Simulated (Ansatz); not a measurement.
Born–Oppenheimer molecular dynamics of AlClH$_{3}$N (6 atoms, charge 0, multiplicity 1). It starts from a relaxed structure.

Theory: RKS r2SCAN-D4/6-31G* (Ansatz).

```yaml
ensemble: NVE (velocity Verlet)
time_step: 0.5 fs
steps_asked: 150
starting_velocities_drawn_for: 1000 K
masses: H 2.014 u
seed: 765799
```

First frame:

```xyz
6
Properties=species:S:1:pos:R:3
Al 0.041 -0.045 -0.024
H -0.023 -0.504 1.483
N 1.557 -0.010 -0.932
H 2.457 -0.275 -0.551
H 1.649 0.275 -1.899
Cl -1.706 0.559 -1.041
```

Question: How far do the bonds stretch over the last three quarters of this one trajectory? (Pairs bonded in most of those frames.)

Answer: 
| bond | mean (Å) | spread (Å) | shortest | longest |
| --- | --- | --- | --- | --- |
| Al1–H2 | 1.588 | 0.062 | 1.50 | 1.68 |
| Al1–N3 | 1.770 | 0.014 | 1.74 | 1.80 |
| Al1–Cl6 | 2.105 | 0.059 | 2.03 | 2.20 |
| N3–H4 | 1.016 | 0.021 | 0.98 | 1.05 |
| N3–H5 | 1.020 | 0.030 | 0.97 | 1.07 |

Mean temperature of the second half: 531 K. The conserved energy stayed within 0.21 meV per atom of its start (net change 0.13 meV per atom), so the integration is sound. Over the second half the temperature averaged 0.53 of the 1000 K drawn at the start: a run that starts near a minimum puts about half its kinetic energy into the potential. A run of 0.075 ps of so small a system gives no equilibrium averages.

Run time: 7 min on 1 thread of Arm Neoverse V2, on a shared host, peak memory 0.11 GiB.
